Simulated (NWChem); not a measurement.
**One shape, several levels: CH6N2 (methylhydrazine)**

Wanted: a comparison of 6 runs (BLYP/cc-pVDZ, M06-L/cc-pVDZ, PBE/cc-pVDZ, TPSS/cc-pVDZ, r2SCAN/cc-pVDZ, revPBE/cc-pVDZ) of CH6N2 (methylhydrazine). 

The calculation is run with NWChem 7.3.0.

1 further run of the same task is left out (set aside as unsound or not needed).

## Step 1: The molecule

CH6N2: 9 atoms, total charge 0, spin state singlet. SMILES: `CNN`. The shape is that of a PBE0-D4/def2-TZVP optimisation. This is one conformer, not always the lowest.

Bond lengths: C1–N2 1.445 Å, N2–N3 1.412 Å, C1–H4 1.102 Å, C1–H5 1.093 Å, C1–H6 1.091 Å, N2–H7 1.015 Å, N3–H8 1.017 Å, N3–H9 1.011 Å. Some angles: C1–N2–N3 110.6°, C1–N2–H7 109.7°, N3–N2–H7 111.5°, N2–C1–H4 114.0°, N2–C1–H5 108.8°, N2–C1–H6 109.0°, N2–N3–H8 112.5°, N2–N3–H9 108.7°, H4–C1–H5 108.3°, H4–C1–H6 107.9°.

## Step 2: Energy and gradient at BLYP/cc-pVDZ (run 1)

Contents of ch6n2.nw:

```
echo
start ch6n2
title "CH6N2 BLYP"
memory 2200 mb
geometry units angstroms noautosym nocenter noautoz
  C     -0.632300     0.772800    -0.416900
  N      0.617000     0.174400    -0.007000
  N      0.386900    -0.878100     0.905200
  H     -1.339400     0.063700    -0.877000
  H     -0.423200     1.566400    -1.138500
  H     -1.118900     1.213000     0.454700
  H      1.126500    -0.146800    -0.824300
  H      0.164900    -1.755100     0.439600
  H      1.218500    -1.010300     1.464200
end
basis spherical bse
  * library cc-pVDZ
end
dft
  xc becke88 lyp
  grid xfine
  convergence energy 1e-08
  maxiter 100
  mulliken
  print medium
end
task dft gradient
```

Run with:

```bash
$ nwchem ch6n2.nw > ch6n2.out
```

What it wrote:

```text
[...]
          Wavefunction type:  closed shell.
          No. of atoms     :     9
          No. of electrons :    26
[...]
          Charge           :     0
          Spin multiplicity:     1
[...]
          AO basis - number of functions:    72
[...]
              XC Information
              --------------
                    Becke 1988 Exchange Functional  1.000
              Lee-Yang-Parr Correlation Functional  1.000
[...]
 d= 0,ls=0.0,diis     1   -151.0615334129 -2.36D+02  1.05D-02  3.77D-01     4.3
[...]
 d= 0,ls=0.0,diis    10   -151.1010198304 -1.93D-09  1.39D-07  1.39D-10    38.5
         Total DFT energy =     -151.101019830401
      One electron energy =     -371.199946561270
           Coulomb energy =      156.991829569656
    Exchange-Corr. energy =      -21.456388708040
 Nuclear repulsion energy =       84.563485869253
[...]
  wavefunction    = closed shell
                         DFT ENERGY GRADIENTS
    atom               coordinates                        gradient
                 x          y          z           x          y          z
   1 C      -1.194874   1.460380  -0.787827   -0.000191  -0.000307   0.001328
   2 N       1.165961   0.329568  -0.013228   -0.009101  -0.011617  -0.007394
   3 N       0.731135  -1.659368   1.710580    0.013217  -0.005302  -0.011648
   4 H      -2.531099   0.120376  -1.657290    0.009336   0.006897   0.005472
   5 H      -0.799732   2.960067  -2.151453   -0.001548  -0.008178   0.007826
   6 H      -2.114414   2.292238   0.859258    0.005873  -0.004387  -0.008872
   7 H       2.128776  -0.277412  -1.557701   -0.007324   0.004249   0.013625
   8 H       0.311616  -3.316658   0.830724    0.001926   0.014854   0.006573
   9 H       2.302631  -1.909190   2.766937   -0.012189   0.003791  -0.006910
[...]
```

Wall time 47 s (1 thread of Intel Xeon Platinum 8488C (Sapphire Rapids), shared host); peak memory 0.14 GiB.

## Step 3: Energy and gradient at M06-L/cc-pVDZ (run 2)

Contents of run.py:

```python
from ase import Atoms
from ase.calculators.nwchem import NWChem

mol = Atoms(['C', 'N', 'N', 'H', 'H', 'H', 'H', 'H', 'H'], positions=[
    [-0.632300, 0.772800, -0.416900],
    [0.617000, 0.174400, -0.007000],
    [0.386900, -0.878100, 0.905200],
    [-1.339400, 0.063700, -0.877000],
    [-0.423200, 1.566400, -1.138500],
    [-1.118900, 1.213000, 0.454700],
    [1.126500, -0.146800, -0.824300],
    [0.164900, -1.755100, 0.439600],
    [1.218500, -1.010300, 1.464200],
])

calc = NWChem(
    label='mol',
    theory='dft',
    memory='2200 mb',
    basis='cc-pVDZ',
    basispar='spherical bse',
    dft={'xc': 'm06-l', 'mult': '1', 'grid': 'xfine', 'convergence': 'energy 1e-08', 'iterations': '100', 'mulliken': None},
)
mol.calc = calc

forces = mol.get_forces()
e = mol.get_potential_energy()
print(f"E = {e:.6f} eV")
print("forces (eV/A):")
for s, f in zip(mol.symbols, forces):
    print(f"{s:2s} {f[0]:10.5f} {f[1]:10.5f} {f[2]:10.5f}")
print("dipole (e A):", mol.get_dipole_moment().round(4))
```

Run with:

```bash
$ export ASE_NWCHEM_COMMAND="nwchem PREFIX.nwi > PREFIX.nwo"
$ python run.py
```

What it wrote:

```text
E = -4113.190076 eV
forces (eV/A):
C     0.22765   -0.21124    0.00843
N     0.19170    0.28205    0.28447
N    -0.52085    0.31326    0.23022
H    -0.23212   -0.10341   -0.12064
H     0.01203    0.15344   -0.14316
H    -0.13951    0.09765    0.17813
H     0.10094   -0.11169   -0.31774
H     0.07091   -0.29876   -0.14414
H     0.28920   -0.12136    0.02443
dipole (e A): [ 0.1275 -0.2566 -0.2488]
```

The calculator wrote mol.nwi:

```
title "mol"

permanent_dir mol

scratch_dir mol

start mol

geometry units angstrom nocenter noautosym noautoz
  C  -6.3229999999999997e-01 7.7280000000000004e-01 -4.1689999999999999e-01
  N  6.1699999999999999e-01 1.7440000000000000e-01 -7.0000000000000001e-03
  N  3.8690000000000002e-01 -8.7809999999999999e-01 9.0520000000000000e-01
  H  -1.3393999999999999e+00 6.3700000000000007e-02 -8.7700000000000000e-01
  H  -4.2320000000000002e-01 1.5664000000000000e+00 -1.1385000000000001e+00
  H  -1.1189000000000000e+00 1.2130000000000001e+00 4.5469999999999999e-01
  H  1.1265000000000001e+00 -1.4680000000000001e-01 -8.2430000000000003e-01
  H  1.6489999999999999e-01 -1.7551000000000001e+00 4.3959999999999999e-01
  H  1.2184999999999999e+00 -1.0103000000000000e+00 1.4641999999999999e+00
end

memory 2200 mb

basis spherical bse noprint
   * library cc-pVDZ
end

dft
  xc m06-l
  mult 1
  grid xfine
  convergence energy 1e-08
  iterations 100
  mulliken
end

task dft gradient
```

mol.nwo:

```text
Northwest Computational Chemistry Package (NWChem) 7.3.0
             --------------------------------------------------------

           Job information
           ---------------

    nwchem branch   = 7.3.0
    use scalapack   = T
    input           = mol.nwi
    prefix          = mol.
    data base       = mol/mol.db
    status          = startup
    nproc           =        1

           Memory information
           ------------------

[... 5 lines left out ...]
    hardfail = no
[... 104 lines left out ...]
  convergence criterion.
[... 39 lines left out ...]
          Spatial weights used:  Erf1
[... 32 lines left out ...]
 1-e energy   =    -368.047394
[... 43 lines left out ...]
           Coulomb energy =      157.036968406042
[... 574 lines left out ...]
          Convergence on density requested:  1.00D-05
[... 25 lines left out ...]
          total energy or number of iterations.
[... 36 lines left out ...]
                 ----------------------------------------
                 |  Time  |  1-e(secs)   |  2-e(secs)   |
                 ----------------------------------------
                 |  CPU   |       0.01   |       1.69   |
                 ----------------------------------------
                 |  WALL  |       0.01   |       1.69   |
                 ----------------------------------------

 Task  times  cpu:       57.7s     wall:       57.7s
 Total times  cpu:       57.8s     wall:       57.8s
```

Wall time 59 s (1 thread of Intel Xeon Platinum 8488C (Sapphire Rapids), shared host); peak memory 0.14 GiB.

Run 3 isn't shown in full; the table further down has it.

## Step 4: Energy and gradient at TPSS/cc-pVDZ (run 4)

Contents of calc.xyz:

```xyz
9
CH6N2 gradient
C     -0.632300     0.772800    -0.416900
N      0.617000     0.174400    -0.007000
N      0.386900    -0.878100     0.905200
H     -1.339400     0.063700    -0.877000
H     -0.423200     1.566400    -1.138500
H     -1.118900     1.213000     0.454700
H      1.126500    -0.146800    -0.824300
H      0.164900    -1.755100     0.439600
H      1.218500    -1.010300     1.464200
```

Contents of calc.nw:

```
start calc
title "CH6N2 gradient"
memory total 2200 mb
charge 0

geometry units angstrom noautosym nocenter noautoz
  load format xyz calc.xyz
end

basis spherical bse
  * library cc-pVDZ
end

dft
  xc xtpss03 ctpss03
  mult 1
  grid xfine
  convergence energy 1e-08
  maxiter 100
  mulliken
end

task dft gradient
```

Run with:

```bash
$ nwchem calc.nw > calc.out
```

What it wrote:

```text
[...]
          Wavefunction type:  closed shell.
          No. of atoms     :     9
          No. of electrons :    26
[...]
          Charge           :     0
          Spin multiplicity:     1
[...]
          AO basis - number of functions:    72
[...]
              XC Information
              --------------
                  TPSS metaGGA Exchange Functional  1.000
             TPSS03 metaGGA Correlation Functional  1.000
[...]
 d= 0,ls=0.0,diis     1   -151.1622957332 -2.36D+02  8.39D-03  2.77D-01     5.2
[...]
 d= 0,ls=0.0,diis     8   -151.1975182949  4.98D-09  3.47D-06  1.72D-07    36.3
         Total DFT energy =     -151.197518294928
      One electron energy =     -371.197822801694
           Coulomb energy =      156.999442382599
    Exchange-Corr. energy =      -21.562623745087
 Nuclear repulsion energy =       84.563485869253
[...]
  wavefunction    = closed shell
                         DFT ENERGY GRADIENTS
    atom               coordinates                        gradient
                 x          y          z           x          y          z
   1 C      -1.194874   1.460380  -0.787827    0.001668   0.000186   0.001246
   2 N       1.165961   0.329568  -0.013228   -0.008529  -0.009841  -0.007321
   3 N       0.731135  -1.659368   1.710580    0.013728  -0.005843  -0.009505
   4 H      -2.531099   0.120376  -1.657290    0.006809   0.005168   0.004143
   5 H      -0.799732   2.960067  -2.151453   -0.001755  -0.005744   0.005640
   6 H      -2.114414   2.292238   0.859258    0.003787  -0.002930  -0.006849
   7 H       2.128776  -0.277412  -1.557701   -0.005762   0.003960   0.011592
   8 H       0.311616  -3.316658   0.830724    0.000773   0.012136   0.005841
   9 H       2.302631  -1.909190   2.766937   -0.010719   0.002908  -0.004786
[...]
```

Run time: 47 s. Hardware: 1 thread of Intel Xeon Platinum 8488C (Sapphire Rapids), shared host; peak memory 0.14 GiB.

Run 5 isn't shown in full; the table further down has it.

## Step 5: Energy and forces at revPBE/cc-pVDZ (run 6)

Contents of calc.nw:

```
START calc
TITLE "CH6N2 revPBE"
memory stack 880 mb heap 220 mb global 1100 mb

GEOMETRY units angstroms noautosym nocenter noautoz
C    -0.632300    0.772800   -0.416900
N     0.617000    0.174400   -0.007000
N     0.386900   -0.878100    0.905200
H    -1.339400    0.063700   -0.877000
H    -0.423200    1.566400   -1.138500
H    -1.118900    1.213000    0.454700
H     1.126500   -0.146800   -0.824300
H     0.164900   -1.755100    0.439600
H     1.218500   -1.010300    1.464200
END

BASIS "ao basis" spherical bse
* library cc-pVDZ
END

DFT
xc revpbe cpbe96
grid xfine
convergence energy 1e-08
iterations 100
mulliken
print medium
END

TASK dft gradient
```

Run with:

```bash
$ nwchem calc.nw > calc.out
```

What it wrote:

```text
[...]
          Wavefunction type:  closed shell.
          No. of atoms     :     9
          No. of electrons :    26
[...]
          Charge           :     0
          Spin multiplicity:     1
[...]
          AO basis - number of functions:    72
[...]
              XC Information
              --------------
                        RevPBE Exchange Functional  1.000
            Perdew 1991 LDA Correlation Functional  1.000 local
           PerdewBurkeErnz. Correlation Functional  1.000 non-local
[...]
 d= 0,ls=0.0,diis     1   -151.0941210483 -2.36D+02  9.41D-03  3.34D-01     6.0
[...]
 d= 0,ls=0.0,diis    10   -151.1294830615 -1.56D-09  1.15D-07  9.06D-11    38.6
         Total DFT energy =     -151.129483061469
      One electron energy =     -371.157650200038
           Coulomb energy =      156.942917412939
    Exchange-Corr. energy =      -21.478236143623
 Nuclear repulsion energy =       84.563485869253
[...]
      Total Density - Mulliken Population Analysis
     ---------------------------------------------
    Atom       Charge   Shell Charges
 -----------   ------   -------------------------------------------------------
    1 C    6     5.92   2.01  0.67  0.34  2.10  0.73  0.07
    2 N    7     7.20   2.01  0.76  0.70  2.40  1.27  0.05
    3 N    7     7.11   2.01  0.77  0.61  2.40  1.28  0.04
    4 H    1     1.01   0.76  0.22  0.03
    5 H    1     0.99   0.76  0.21  0.03
    6 H    1     0.97   0.75  0.19  0.03
    7 H    1     0.94   0.76  0.12  0.05
    8 H    1     0.94   0.75  0.14  0.05
    9 H    1     0.92   0.75  0.12  0.05
[...]
  wavefunction    = closed shell
[...]
```

It took 46 s on 1 thread of Intel Xeon Platinum 8488C (Sapphire Rapids), shared host; peak memory 0.14 GiB.

## Step 6: All runs side by side

```csv
run,level,energy (Eh),dipole moment (D),HOMO energy (eV),LUMO energy (eV),wall time
1,BLYP/cc-pVDZ,-151.101020,1.78,-4.56,0.88,47 s
2,M06-L/cc-pVDZ,-151.156948,1.82,-5.03,1.79,59 s
3,PBE/cc-pVDZ,-150.981124,1.81,–,–,44 s
4,TPSS/cc-pVDZ,-151.197518,1.80,-4.84,1.21,47 s
5,r2SCAN/cc-pVDZ,-151.086097,1.83,-5.02,1.70,47 s
6,revPBE/cc-pVDZ,-151.129483,1.79,-4.66,1.00,46 s
```

## Step 7: What came out

```
                       quantity          value
            run 6: total energy  -151.12948 Eh
           run 6: dipole moment         1.79 D
             run 6: HOMO energy       -4.66 eV
             run 6: LUMO energy        1.00 eV
           run 6: HOMO–LUMO gap        5.67 eV
run 6: largest force on an atom     0.937 eV/Å
```

In words: The dipole moment (its size) runs from 1.78 D (BLYP/cc-pVDZ) to 1.83 D (r2SCAN/cc-pVDZ). Over runs 1, 2, 4, 5, 6 the HOMO–LUMO gap runs from 5.44 eV (BLYP/cc-pVDZ) to 6.83 eV (M06-L/cc-pVDZ). Totals of different functionals can't be ranked against each other. All runs together took 4.8 min, the longest 59 s.
